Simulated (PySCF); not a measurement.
C₅H₇N.
Atom-mapped SMILES: `[CH3:1]/[CH:2]=[CH:3]\[CH2:4][C:5]#[N:6]` (hydrogens: H7, H8, H9 on C1; H10 on C2; H11 on C3; H12, H13 on C4)

Level of theory: TDDFT B3LYP/def2-SVPD, vertical, gas phase, core orbitals frozen in the response (PySCF). Geometry: PBE0-D3(BJ)/def2-SVP, one conformer, isolated molecule. Torsions of this conformer, `[CH3:1]/[CH:2]=[CH:3]\[CH2:4][C:5]#[N:6]`: C2–C3–C4–C5 118°.

| state | E (eV) | E (hartree) | f | main configurations (H = HOMO, L = LUMO) |
| --- | --- | --- | --- | --- |
| S1 | 6.67 | 0.2452 | 0.050 | H→L+1 (74%), H→L (23%) |
| S2 | 7.01 | 0.2578 | 0.226 | H→L (49%), H→L+3 (20%), H→L+1 (17%) |
| S3 | 7.12 | 0.2617 | 0.020 | H→L+2 (90%) |
| S4 | 7.39 | 0.2716 | 0.031 | H→L+3 (51%), H→L+4 (36%) |
| S5 | 7.46 | 0.2741 | 0.0043 | H-2→L (62%), H-2→L+4 (12%), H-1→L (12%) |
| S6 | 7.57 | 0.2783 | 0.0039 | H-1→L (67%), H-2→L (12%) |

The lowest singlet lies at 6.67 eV (186 nm, vacuum ultraviolet) and is of moderate strength; its leading configuration is HOMO→LUMO+1 (74%). The most intense listed level is S2 at 7.01 eV (177 nm, f = 0.226), 0.34 eV above S1. Löwdin shares by element: HOMO carbon 84% or more (atoms not listed hold the other 16%); LUMO carbon 64% or more, nitrogen 7% (atoms not listed hold the other 29%). The listed states span 0.90 eV, and the widest gap between neighbours is 0.34 eV (S1 to S2). Weighted by f, the mean energy of these states is 7.02 eV. The oscillator strengths of these states sum to 0.335; summed over the whole spectrum of an exact calculation they would give the number of electrons, 44 (Thomas–Reiche–Kuhn). The window holds the lowest 6 singlets.

Hardware: one thread of an Arm Neoverse V2, no GPU, on a shared host. Cost: 16 s wall.
